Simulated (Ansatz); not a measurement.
# MgNH2 radical (SMILES [NH2][Mg]): a rigid scan of the bond length N1–H4

An exercise on one series of results from a longer session: the logs are not shown, and one member is left open.

The runs use Ansatz 0.2.0, Gaussian basis; single points in def2-TZVPP.

Levels: PBE-D4, r2SCAN-D4, PBE0-D4, B3LYP-D4, wB97M-V, Hartree-Fock, MP2, CCSD, CCSD(T). The scan takes 0.828, 0.871, 0.933, 1.006, 1.087, 1.174, 1.266, 1.363, 1.465 Å.

Cores are frozen in the correlated methods. The outer core shell of Li, Na, Mg and K is correlated. Orbitals are unrestricted. B3LYP uses VWN-RPA correlation.

19 further runs of the same task are left out: 19 set aside as unsound or not needed.

## Starting geometry

The minimum, relaxed at PBE0-D4: SMILES `[NH2][Mg]`, 4 atoms, charge 0, spin multiplicity 2.

Atoms are counted from 1 here; the program's logs count them from 0.

Bond lengths: N1–Mg2 1.898 Å, N1–H3 1.010 Å, N1–H4 1.010 Å. Angles: Mg2–N1–H3 126.3°, Mg2–N1–H4 126.3°, H3–N1–H4 107.4°.

Coordinates:

```xyz
4

N    -0.1358   -0.0051   -0.0960
Mg    1.4846   -0.1144    0.8859
H    -0.9885   -0.5105    0.0991
H    -0.3046    0.5697   -0.9094
```

Energies of the minimum (eV), from earlier single points: PBE-D4 -6962.09854, r2SCAN-D4 -6965.73515, PBE0-D4 -6962.66442, B3LYP-D4 -6968.03693, wB97M-V -6966.17773, CCSD(T) -6957.28148.

At the minimum the bond length N1–H4 is 1.010 Å.

The first run:

ccsdt-tzvpp/in.yaml reads:

```yaml
crystal:
  periodic: [false, false, false]
  atoms:
    - {symbol: N, position_ang: [-0.135835, -0.005136, -0.095997]}
    - {symbol: Mg, position_ang: [1.484586, -0.114370, 0.885878]}
    - {symbol: H, position_ang: [-0.988538, -0.510485, 0.099130]}
    - {symbol: H, position_ang: [-0.274169, 0.466003, -0.762687]}
basis:
  gaussian: {orbitals: def2-TZVPP}
magnetization: {spin_polarized: true, initial_magnetization: 1}
correlation: {method: ccsd_t}
scf: {omitted_lower_state_checks: [cluster_reference]}
```

The command line of these runs was not kept.

Among the steps run: N1–H4 = 0.828 Å; N1–H4 = 0.871 Å; N1–H4 = 0.933 Å; N1–H4 = 1.006 Å; N1–H4 = 1.087 Å; N1–H4 = 1.174 Å; N1–H4 = 1.266 Å; N1–H4 = 1.363 Å; N1–H4 = 1.465 Å.

One table of the session follows, with a row left open; its other results are not shown here.

Energies less that of the minimum at the same level (eV):

| bond length (Å) | PBE-D4 | PBE0-D4 | B3LYP-D4 | wB97M-V | Hartree-Fock |
| --- | --- | --- | --- | --- | --- |
| 0.828 | 1.192 | 1.130 | 1.124 | 1.124 | 1.034 |
| 0.871 | 0.642 | 0.593 | 0.592 | 0.590 | 0.517 |
| 0.933 | 0.185 | 0.157 | 0.159 | 0.156 | 0.113 |
| 1.006 | ? | ? | ? | ? | ? |
| 1.010 (minimum) | 0.000 | 0.000 | 0.000 | 0.000 | 0.000 |
| 1.087 | 0.086 | 0.116 | 0.109 | 0.115 | 0.163 |
| 1.174 | 0.374 | 0.441 | 0.423 | 0.438 | 0.543 |
| 1.266 | 0.799 | 0.906 | 0.870 | 0.900 | 1.068 |
| 1.363 | 1.300 | 1.452 | 1.392 | 1.448 | 1.681 |
| 1.465 | 1.839 | 2.039 | 1.952 | 2.039 | 2.336 |

**Question.** Estimate the row for bond length (Å) = 1.006.

**Answer.** PBE-D4: 0.002; PBE0-D4: 0.000; B3LYP-D4: 0.001; wB97M-V: 0.000; Hartree-Fock: -0.002.

To keep in mind: A polynomial through the near points puts the CCSD(T) minimum at the PBE0-D4 value.
